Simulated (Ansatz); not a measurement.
**SiH₂Cl radical (SMILES [SiH2]Cl): one structure at several levels**

One table from this session's results is given with a row withheld; the runs are named, their logs left out.

Computed with Ansatz 0.2.0, Gaussian basis. Level: single points in def2-TZVPP.

Cores are frozen in the correlated methods. Orbitals are unrestricted.

## The starting structure

SMILES `[SiH2]Cl`, 4 atoms, charge 0, spin multiplicity 2.

Atoms are counted from 1 here; the program's logs count them from 0.

Bond lengths: Si1–Cl2 1.952 Å, Si1–H3 1.286 Å, Si1–H4 1.310 Å. Angles: Cl2–Si1–H3 115.5°, Cl2–Si1–H4 112.1°, H3–Si1–H4 113.3°.

Geometry (Å):

```xyz
4

Si   -0.3154    0.1484    0.2116
Cl    1.5133   -0.0454    0.8663
H    -1.0025   -0.9369    0.1603
H    -0.3724    0.8495   -0.8941
```

Set-up of the first run:

Contents of run/in.yaml:

```yaml
crystal:
  periodic: [false, false, false]
  atoms:
    - {symbol: Si, position_ang: [-0.315400, 0.148400, 0.211600]}
    - {symbol: Cl, position_ang: [1.513300, -0.045400, 0.866300]}
    - {symbol: H, position_ang: [-1.002500, -0.936900, 0.160300]}
    - {symbol: H, position_ang: [-0.372400, 0.849500, -0.894100]}
basis:
  gaussian: {orbitals: def2-TZVPP}
magnetization: {spin_polarized: true, initial_magnetization: 1}
correlation: {method: ccsd_t}
scf: {omitted_lower_state_checks: [cluster_reference]}
output: {forces: true}
```

No record of the launch command was kept for these runs.

Among the steps run: CCSD(T)/def2-TZVPP; PBE0-D4/def2-TZVPP; wB97M-V/def2-TZVPP; r2SCAN-D4/def2-TZVPP; PBE-D4/def2-TZVPP; r2SCAN0-D4/def2-TZVPP; SPW92/def2-TZVPP.

One of the session's tables, all rows but one given; the rest of the session is left out.

```
    method  RMS force component (eV/Å)  angle to CCSD(T) forces (°)  dipole (D)
   CCSD(T)                       2.526                    reference        0.73
   PBE0-D4                       2.547                          2.2        0.75
   wB97M-V                       2.457                          0.5        0.73
 r2SCAN-D4                       2.523                          1.8        0.71
    PBE-D4                           ?                            ?           ?
r2SCAN0-D4                       2.491                          2.5        0.78
     SPW92                       2.574                          4.9        0.66
```

Q: Estimate the row for PBE-D4 from the others.

As computed: RMS force component (eV/Å): 2.598; angle to CCSD(T) forces (°): 1.2; dipole (D): 0.65. In the column «RMS force component (eV/Å)» it is the highest.
